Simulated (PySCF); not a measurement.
Working out the ionisation energy of C

C [He] 2s2 2p2 (3P) → C⁺ [He] 2s2 2p1 (2P). Computed with PySCF 2.14 in aug-cc-pVQZ-DK (6s5p4d3f2g, 80 functions), with scalar relativity by spin-free X2C-1e. Frozen: 1s2. Energies in hartree (1 hartree = 27.21139 eV):

```
             part   C (lower)  C⁺ (upper)
              UHF  -37.708319  -37.311622
MP2 opposite-spin   -0.058990   -0.050979
    MP2 same-spin   -0.013549   -0.003756
```

Problem. What does Hartree-Fock give?

Solution. (-37.311622) − (-37.708319) = 0.396697 hartree = 10.795 eV.

Problem. What do MP2 and SCS-MP2 (6/5 opposite-spin, 1/3 same-spin) give?

Solution. The opposite-spin parts differ by 0.218 eV and the same-spin parts by 0.266 eV. MP2: 10.795 + (0.218) + (0.266) = 11.279 eV. SCS-MP2: 10.795 + 1.2 × (0.218) + (0.266)/3 = 11.145 eV.

Measured between the centres of the two terms (NIST): 11.262 eV, so MP2 (valence) is off by 0.017 eV.

What remains against the reference includes basis incompleteness, the frozen core and correlation beyond second order.
